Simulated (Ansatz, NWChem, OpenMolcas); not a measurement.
# Worked example: C4H9Cl → C3H5Cl + CH4

Gas-phase species: C4H9Cl (1-chlorobutane) `CCCCCl`, singlet; C3H5Cl `C=CCCl`, singlet; CH4 (methane) `C`, singlet. This is a balance of energies; it says nothing on the path, which may need atoms to shift.

Shapes, held fixed at every level: PBE0-D4/def2-TZVP. Flexible molecules stand in one conformer, not always the lowest. Programs: Ansatz 0.2.0, NWChem 7.3.0, OpenMolcas 26.06. A level may come from different programs for different species; with the same settings they agree closely. The zero-point and thermal change to 298 K, harmonic and unscaled (PBE0-D4/def2-TZVP), is -14.1 kJ/mol.

At PBE0/def2-SVP; 1 Eh = 2625.50 kJ/mol:

```
species  energy (Eh)
 C4H9Cl  -617.445864
 C3H5Cl  -576.972195
    CH4   -40.428374
```

Task: Work out ΔH(298 K) of the reaction at this level.

Result: 
1. Products less reactants: (-576.972195) + (-40.428374) − [(-617.445864)] = 0.045295 Eh = +118.9 kJ/mol.
2. With the thermal change: +118.9 + (-14.1) = +104.8 kJ/mol.

Other levels give +73.0 (HF/def2-SVP) to +195.8 kJ/mol (HF/STO-3G). No measured value is set beside it here. PBE0/def2-SVP lies outside the range of the other correlated levels here, so it shouldn't be taken on trust. The median of the other correlated levels is +74.5 kJ/mol.
